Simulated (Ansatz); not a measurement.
# S₂F (quartet): the correlation ladder, def2-QZVPP

The task here is to estimate one member of a computed series from the others.

The runs use Ansatz 0.2.0, Gaussian basis; def2-QZVPP, core rule «outside noble gas», up to 11 orbitals frozen.

Plan: UHF; ROHF; CCSD(T) on UHF.

## The geometry

The geometry is a PBE0/def2-TZVP stationary point (not a proven minimum).

3 atoms, charge 0, spin multiplicity 4.

Atoms are counted from 1 here; the program's logs count them from 0.

Bond lengths: F1–S2 1.740 Å, S2–S3 1.950 Å. Angles: F1–S2–S3 180.0°.

The first run:

The input, in.yaml:

```yaml
crystal:
  periodic: [false, false, false]
  atoms:
    - {symbol: F, position_ang: [0.000000, 0.000000, 1.810100]}
    - {symbol: S, position_ang: [0.000000, 0.000000, 0.070000]}
    - {symbol: S, position_ang: [0.000000, 0.000000, -1.880100]}
basis:
  gaussian: {orbitals: "def2-QZVPP.json"}
magnetization: {spin_polarized: true, initial_magnetization: 3}
hamiltonian: {xc: hf}
output: {orbitals: {seedname: orbitals}}
```

The run is started by

```
> ansatz run in.yaml --threads 1 --pin off --events-out ev --progress --plain --max-ram 2393MiB
```

Steps of the session up to this table: UHF; ROHF; CCSD(T) on UHF.

One table of the session follows, with a row left open; its other results are not shown here.

It belongs to the step «Misses and costs». 

| method | from UCCSD(T) (kcal/mol) |
| --- | --- |
| ROHF | +442.28 |
| UHF | +425.31 |
| UMP2 | ? |
| UCCSD | +21.71 |
| UCCSD(T) | 0 |

Q: Estimate the row for UMP2 from the others.

The run gave: from UCCSD(T) (kcal/mol): +36.36. In the column «from UCCSD(T) (kcal/mol)» it lies between UCCSD (+21.71) and UHF (+425.31).
